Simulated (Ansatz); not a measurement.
A made-up structure of HS2O, doublet:

O1  (-0.711, 0.784, 0.315)
S2  (-1.300, -0.313, 1.110)
S3  (1.207, 0.274, -0.321)
H4  (0.804, -0.744, -1.104)
(Å)

It is relaxed with PBE-D4/def2-SVP and then PBE0-D4/def2-TZVP (Ansatz 0.2.0). Atoms count as bonded within 1.22 times the sum of their covalent radii (H–H: 0.88 Å). The end point is not checked to be a true minimum.

Does its bonding change? (A judgement: the text doesn't fix the answer.)

Computed: No: no bond forms or breaks.

Where it ends: The first stage lowers the energy by 0.54 eV in 9 steps. It ends as HS₂O ([S][O][SH]):
| atom | x (Å) | y (Å) | z (Å) |
| --- | --- | --- | --- |
| O1 | -0.3123 | 0.7600 | 0.4825 |
| S2 | -1.3688 | -0.3955 | 0.8662 |
| S3 | 0.9799 | 0.4677 | -0.5584 |
| H4 | 0.7012 | -0.8322 | -0.7902 |

Labels in which every atom is bracketed show which atoms are joined, not bond orders.

For scale, one of the runs: PBE0-D4/def2-TZVP relaxation, 111 basis functions, launched by `ansatz run in.yaml --threads 2 --pin off --events-out ev --progress --plain --max-ram 4352MiB`. The run took about 14 s on 2 CPU threads of an Arm Neoverse V2 (shared host).
